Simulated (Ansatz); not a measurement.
# CH4Al2 (SMILES [CH2]1[AlH][AlH]1): functionals against CCSD(T) at one geometry

The atoms stand at a structure displaced at random from a GFN2-xTB minimum. How far do the functionals agree with CCSD(T) there?

The runs use Ansatz 0.2.0, Gaussian basis; single points in def2-TZVPP.

Cores are frozen in the correlated methods.

## 1. Where the work starts

SMILES `[CH2]1[AlH][AlH]1`, 7 atoms, charge 0, spin multiplicity 1.

Atoms are counted from 1 here; the program's logs count them from 0.

Bond lengths: C1–Al2 2.081 Å, C1–Al3 1.974 Å, C1–H4 1.140 Å, C1–H5 1.092 Å, Al2–Al3 2.471 Å, Al2–H6 1.582 Å, Al3–H7 1.608 Å. Angles: Al2–C1–Al3 75.1°, Al2–C1–H4 117.5°, Al2–C1–H5 122.8°, Al3–C1–H4 119.7°, Al3–C1–H5 118.7°, H4–C1–H5 102.8°, C1–Al2–Al3 50.5°, C1–Al2–H6 148.8°, Al3–Al2–H6 160.3°, C1–Al3–Al2 54.4°, C1–Al3–H7 148.2°, Al2–Al3–H7 157.2°.

As a file:

```xyz
7
charge 0, multiplicity 1
C    -0.6541    0.0339   -0.6370
Al   -0.0795    0.8255    1.1996
Al    1.0288   -0.8940   -0.1869
H    -1.6308   -0.5538   -0.6742
H    -0.6949    0.6306   -1.5509
H    -0.3220    1.8791    2.3545
H     2.1166   -2.0148   -0.5712
```

## 2. CCSD(T)/def2-TZVPP

Input file run/in.yaml:

```yaml
crystal:
  periodic: [false, false, false]
  atoms:
    - {symbol: C, position_ang: [-0.654100, 0.033900, -0.637000]}
    - {symbol: Al, position_ang: [-0.079500, 0.825500, 1.199600]}
    - {symbol: Al, position_ang: [1.028800, -0.894000, -0.186900]}
    - {symbol: H, position_ang: [-1.630800, -0.553800, -0.674200]}
    - {symbol: H, position_ang: [-0.694900, 0.630600, -1.550900]}
    - {symbol: H, position_ang: [-0.322000, 1.879100, 2.354500]}
    - {symbol: H, position_ang: [2.116600, -2.014800, -0.571200]}
basis:
  gaussian: {orbitals: def2-TZVPP}
correlation: {method: ccsd_t}
output: {forces: true}
```

The command line of these runs was not kept.

## 3. PBE0-D4/def2-TZVPP

run/in.yaml: that of step 2 with these lines changed.

```diff
@@ -12,3 +12,3 @@
   gaussian: {orbitals: def2-TZVPP}
-correlation: {method: ccsd_t}
-output: {forces: true}
+hamiltonian: {xc: pbe0, dispersion: d4}
+output: {forces: true, orbitals: {seedname: orbitals}}
```

## 4. wB97M-V/def2-TZVPP

run/in.yaml: that of step 3 with these lines changed.

```diff
@@ -12,3 +12,3 @@
   gaussian: {orbitals: def2-TZVPP}
-hamiltonian: {xc: pbe0, dispersion: d4}
-output: {forces: true, orbitals: {seedname: orbitals}}
+hamiltonian: {xc: {name: wB97M-V}}
+output: {forces: true}
```

## 5. r2SCAN-D4/def2-TZVPP

run/in.yaml: that of step 4 with these lines changed.

```diff
@@ -12,3 +12,3 @@
   gaussian: {orbitals: def2-TZVPP}
-hamiltonian: {xc: {name: wB97M-V}}
+hamiltonian: {xc: r2scan, dispersion: d4}
 output: {forces: true}
```

## 6. PBE-D4/def2-TZVPP

run/in.yaml: that of step 5 with these lines changed.

```diff
@@ -12,3 +12,3 @@
   gaussian: {orbitals: def2-TZVPP}
-hamiltonian: {xc: r2scan, dispersion: d4}
+hamiltonian: {xc: pbe, dispersion: d4}
 output: {forces: true}
```

## 7. B97M-V/def2-TZVPP

run/in.yaml: that of step 6 with these lines changed.

```diff
@@ -12,3 +12,3 @@
   gaussian: {orbitals: def2-TZVPP}
-hamiltonian: {xc: pbe, dispersion: d4}
+hamiltonian: {xc: {name: B97M-V}}
 output: {forces: true}
```

## 8. HSE06-D4/def2-TZVPP

run/in.yaml: that of step 7 with these lines changed.

```diff
@@ -12,3 +12,3 @@
   gaussian: {orbitals: def2-TZVPP}
-hamiltonian: {xc: {name: B97M-V}}
+hamiltonian: {xc: hse06, dispersion: d4}
 output: {forces: true}
```

(Steps that only read results are left out.)

**Question.** What will these runs give? Wanted: energy less free atoms, CCSD(T)/def2-TZVPP; RMS force component; RMS force error; HOMO and LUMO, PBE0-D4; T1 diagnostic.

As calculated:

```
                                  quantity                                                                                           value
energy less free atoms, CCSD(T)/def2-TZVPP                                                                                  -1873.5 kJ/mol
                       RMS force component                                                            0.467 to 0.509 eV/Å over the methods
                           RMS force error  PBE0-D4 0.091, wB97M-V 0.092, r2SCAN-D4 0.099, PBE-D4 0.127, B97M-V 0.110, HSE06-D4 0.090 eV/Å
                    HOMO and LUMO, PBE0-D4                                                                              -5.21 and -2.41 eV
                             T1 diagnostic                                                                                           0.013
```

What this shows: Against CCSD(T) the functionals' energies less atoms differ by -94.2 to -39.5 kJ/mol, PBE-D4 by -60.0 kJ/mol. A larger basis would deepen the CCSD(T) value, while the functionals are nearly converged already, so the order here is not reliable. The forces of HSE06-D4 come nearest to CCSD(T), those of PBE-D4 are farthest. Frozen-core CCSD(T) forces in triple zeta carry basis errors of their own, and this is one geometry, so small gaps rank nothing. The restricted Hartree–Fock reference is unstable towards an unrestricted one at one or more of these structures.
